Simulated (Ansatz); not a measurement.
The cluster Mg3H3. Charge 0, multiplicity 2. Geometry PBE-D4/def2-TZVP; atoms count from 1.

Cartesian coordinates in Å:
```
Mg -0.0832 1.4181 -0.3278
Mg -2.5696 -0.7192 -0.0136
Mg 0.6920 -1.2899 0.0256
H 1.1985 -2.9079 0.2869
H -0.5182 3.0682 -0.5005
H 1.2806 0.4306 0.5294
```

Another isomer (doublet) lies 0.47 eV lower at PBE0-D4/def2-TZVP; other spin states weren't run for this one.

**Question.** Estimate the Mulliken populations from the PBE0/def2-TZVP orbitals of Ansatz.

**Answer.** 
```tsv
atom	charge (e)	spin (α − β)
Mg1	0.28	0.25
Mg2	0.02	0.39
Mg3	0.28	0.25
H4	-0.18	0.01
H5	-0.18	0.01
H6	-0.22	0.08
```
Mulliken values and Mayer orders depend strongly on the basis.

**Question.** Where does the spin sit?

**Answer.** Summed by element: Mg 0.90, H 0.10, of 1 unpaired in all. Largest on single atoms: Mg2 0.39, Mg3 0.25, Mg1 0.25.

**Question.** And the Mayer bond orders between bonded heavy atoms (over 0.3)?

**Answer.** Mg1–Mg2 0.40 (3.29 Å); Mg1–Mg3 0.34 (2.84 Å); Mg2–Mg3 0.39 (3.31 Å).
